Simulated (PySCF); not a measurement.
Where the electron goes

Compound: C3H7NO.
Z-matrix (Å and degrees, PBE0-D3(BJ)/def2-SVP geometry), rows numbered from 1:
```
C 
C   1  1.5190
N   2  1.4445  1  113.10
C   3  1.3561  2  122.89  1   113.42
O   4  1.2093  3  125.51  2     2.00
H   1  1.1006  2  110.62  3  -179.88
H   1  1.1004  2  110.81  3   -59.93
H   1  1.1022  2  111.57  3    60.48
H   2  1.0996  1  110.67  3   118.44
H   2  1.1041  1  110.37  3  -123.15
H   3  1.0122  2  119.10  1   -62.52
H   4  1.1177  3  111.83  2  -178.25
```

Computed with PySCF 2.14.0, density-fitted response routines, TDDFT wB97X-D/def2-SVPD, vertical, gas phase, core orbitals frozen in the response.

Frontier orbitals with the atoms that hold most of them (Löwdin shares over 4%, at most four atoms):

| orbital | ε (eV) | atoms |
| --- | --- | --- |
| LUMO+2 | 2.87 | C1 18%, H12 13%, C4 12%, O5 11% |
| LUMO+1 | 2.44 | C4 38%, O5 23%, N3 15%, H12 11% |
| LUMO | 2.11 | C4 19%, H11 17%, C1 16%, C2 10% |
| HOMO | -9.46 | N3 39%, O5 32%, C4 9%, C2 7% |
| HOMO-1 | -9.49 | O5 63%, C4 13%, N3 10%, H12 7% |
| HOMO-2 | -11.98 | C2 25%, C1 24%, H9 12%, H8 11% |
| HOMO-3 | -12.59 | C1 28%, C2 20%, O5 12%, H7 8% |

Problem. The HOMO–LUMO gap is 11.57 eV. Where does the response calculation put the lowest singlet, and from which orbitals?

Solution. S1 is at 5.82 eV (f = 0.0011), 5.75 eV below the gap, made of HOMO-1→LUMO+1 (68%), HOMO→LUMO+1 (10%), HOMO-1→LUMO+2 (9%). Its leading pair isn't HOMO and LUMO; the energies of that pair differ by 11.94 eV. Without the coupling terms of the response equations the lowest excitation would equal the gap.

Next come S2 at 7.13 eV (f 0.021), HOMO→LUMO (80%); S3 at 7.35 eV (f 0.118), HOMO→LUMO+1 (41%), HOMO-1→LUMO+1 (25%), HOMO-1→LUMO (20%); S4 at 7.75 eV (f 0.178), HOMO-1→LUMO (41%), HOMO→LUMO+1 (39%); S5 at 8.23 eV (f 0.019), HOMO→LUMO+2 (53%), HOMO→LUMO+3 (21%), HOMO-1→LUMO+2 (9%).

Löwdin shares depend on the basis, the more so with diffuse functions.

One conformer stands for the species.
